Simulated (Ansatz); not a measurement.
Mulliken charges of H₃O₂Si (`[O][SiH2]O`) radical from r2SCAN/def2-TZVPP in Ansatz (PBE0-D4/def2-TZVP geometry).

| atom | x (Å) | y (Å) | z (Å) | charge (e) |
| --- | --- | --- | --- | --- |
| O1 | -1.672 | -0.490 | 0.111 | -0.323 |
| Si2 | -0.206 | 0.160 | -0.263 | 0.658 |
| O3 | 0.950 | 0.110 | 0.889 | -0.406 |
| H4 | 0.117 | -0.700 | -1.442 | -0.069 |
| H5 | -0.354 | 1.594 | -0.594 | -0.067 |
| H6 | 1.206 | -0.738 | 1.253 | 0.207 |

Task: By hand: the dipole of these point charges (1 e Å = 4.8032 D).

Result: Σ q r = (0.284, 0.008, -0.171) e Å, of length 0.332 e Å = 1.59 D.

Task: How does the dipole of the full density compare? (An estimate is asked.)

Result: Computed: (0.336, -0.117, -0.036) e Å, 1.72 D; the point charges give 0.92 times that, at 32° from its direction.

Point charges leave out the atoms' own dipoles, such as those of lone pairs, and Mulliken's split depends on the basis, so the two needn't agree.
